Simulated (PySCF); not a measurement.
C3H4ClF.
Atom-mapped SMILES: `[F:1]/[CH:2]=[CH:3]\[CH2:4][Cl:5]` (hydrogens: H6 on C2; H7 on C3; H8, H9 on C4)

Level of theory: EOM-IP-CCSD/aug-cc-pVDZ in PySCF, restricted Hartree–Fock reference, 9 core orbitals frozen, non-relativistic, gas phase, PBE0-D3(BJ)/def2-SVP geometry.

Hartree–Fock orbital energies give these Koopmans values (eV): HOMO 10.45, HOMO-1 11.92, HOMO-2 12.08, HOMO-3 14.96, HOMO-4 15.44, HOMO-5 15.98, HOMO-6 17.29, HOMO-7 19.01.

What vertical ionisation energies does EOM-IP-CCSD give?

```tsv
leading hole (HF orbital)	Koopmans (eV)	EOM-IP-CCSD (eV)	change (eV)	one-hole share
HOMO	10.45	10.20	-0.25	0.96
HOMO-1	11.92	11.05	-0.87	0.96
HOMO-2	12.08	11.20	-0.88	0.96
HOMO-3	14.96	13.77	-1.19	0.95
HOMO-4	15.44	14.16	-1.28	0.95
HOMO-5	15.98	14.53	-1.45	0.95
HOMO-6	17.29	15.53	-1.76	0.94
HOMO-7	19.01	17.20	-1.81	0.94
```

Does the order of the lines follow the orbital energies?

Yes, no two lines change places. The corrections run from -1.81 to -0.25 eV, with a mean of -1.19 eV over the 8 lines; no line lies above its Koopmans value. Koopmans values leave out both the relaxation of the orbitals and the change in correlation energy.

At what kinetic energies would He II light (40.81 eV) eject these electrons?

30.61 eV (HOMO), 29.76 eV (HOMO-1), 29.61 eV (HOMO-2), 27.04 eV (HOMO-3), 26.65 eV (HOMO-4), 26.28 eV (HOMO-5), 25.28 eV (HOMO-6), 23.61 eV (HOMO-7).

What total energy has the lowest final state, and which wavelength reaches it?

E(CCSD) + ionisation energy = -675.68267 + 0.37478 = -675.30789 Eh, at the geometry of the initial state. The threshold wavelength is 1239.84 eV nm/10.20 eV = 121.6 nm.

Lines less than 0.15 eV apart could change places at a higher level. One root was sought for each valence orbital with −ε under 21 eV, eight at most, so deeper holes and satellites are missing; no vibrational structure.

Shape of the structure used: `[F:1]/[CH:2]=[CH:3]\[CH2:4][Cl:5]`: C2–C3–C4–Cl5 119°.

One conformer stands for the species.
